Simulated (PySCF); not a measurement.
Reaction (SMILES): F[C]F (closed-shell singlet) + 3 [H][H] (H2) → C (CH4) + 2 F (HF)
B3LYP-D3(BJ)/def2-TZVP geometries, fixed; electronic energies without zero-point terms.

Basis-set convergence of the energy of full hydrogenation at B3LYP with PySCF. All functions are spherical. Density fitting with generated auxiliary sets. In sets without p functions on hydrogen, species with hydrogen take exact integrals. No added dispersion term, no relativity. Functions are those of the species that has most. Reference: the value in def2-QZVPPD, -113.28 kcal/mol, itself unsure by roughly 0.84 kcal/mol (its mean distance from pcseg-3, def2-QZVPP, cc-pVQZ). Deviations are taken from unrounded values.

```tsv
basis	functions
STO-3G	15
3-21G	27
6-31G	27
pcseg-0	27
6-31G*	42
6-31G**	42
pcseg-1	42
6-311G**	54
aug-pcseg-1	69
pcseg-2	90
aug-pcseg-2	138
pcseg-3	192
```

### Question
Which is the smallest set listed that can be trusted to 4 kcal/mol here, that is, within that of the reference together with its larger relatives (same family, alike in diffuse functions; a set with none to test it counts only in the reference's own line)?

### Answer
The smallest set listed that lies within 4 kcal/mol of the reference with all its larger relatives (same family, alike in diffuse functions; a set with none counts only in the reference's own line) is aug-pcseg-1 (69 functions, -0.52 kcal/mol off). Value minus reference: STO-3G 72.42, 3-21G 36.47, 6-31G 6.05, pcseg-0 24.27, 6-31G* 24.77, 6-31G** 17.15, pcseg-1 8.24, 6-311G** 6.95, aug-pcseg-1 -0.52, pcseg-2 0.03, aug-pcseg-2 -0.56, pcseg-3 0.00 kcal/mol.
